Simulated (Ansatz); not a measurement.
Worked example: correlation energy of HGa–AsH$_{2}$, doublet

Geometry: displaced at random from a stationary point.

```
atom    x (Å)    y (Å)    z (Å)
  Ga   0.0651   0.0502   1.2710
  As  -0.0361  -0.0322  -1.1757
   H   0.0561  -1.3735   2.0554
   H  -1.1872  -0.9008  -1.1449
   H  -0.6888   1.1951  -1.4379
```

Basis cc-pVDZ; Ansatz 0.2.0. Only valence electrons are correlated (noble-gas cores and the filled d shells of p-block atoms frozen), which leaves 11 electrons in 41 orbitals. R marks a restricted (for open shells ROHF) determinant, U an unrestricted one. No spin–orbit coupling is included, and no scalar relativity.

Full CI isn't at hand for all of this; UCCSDT(Q) serves as the reference, and is uncertain by about the last step of the cluster series.

Runs differ by some tens of microhartree through their thresholds and, for an open shell, their frozen cores, so steps under 0.03 kcal/mol mean nothing.

```csv
level,total energy (hartree)
UHF,-4159.099388
UMP2,-4159.259382
UCCSD,-4159.294190
UCCSD(T),-4159.299513
UCCSDT,-4159.300532
UCCSDT(Q),-4159.300834
```

Question: What is the correlation energy at UCCSDT(Q), and what share of it do UMP2 and UCCSDT recover?

Answer: E(corr) = -4159.300834 − (-4159.099388) = -0.201446 hartree = -5.482 eV. UMP2: -0.159994 / -0.201446 = 79.42 %. UCCSDT: -0.201144 / -0.201446 = 99.85 %.

Question: By how many kcal/mol does UCCSD(T) miss UCCSDT(Q) (1 hartree = 627.509 kcal/mol), and which steps make up the rest?

Answer: -4159.299513 − (-4159.300834) = 0.001321 hartree = 0.83 kcal/mol. Steps: UCCSDT − UCCSD(T) = -0.64, UCCSDT(Q) − UCCSDT = -0.19 kcal/mol. Differences between like states or geometries often cancel part of this.
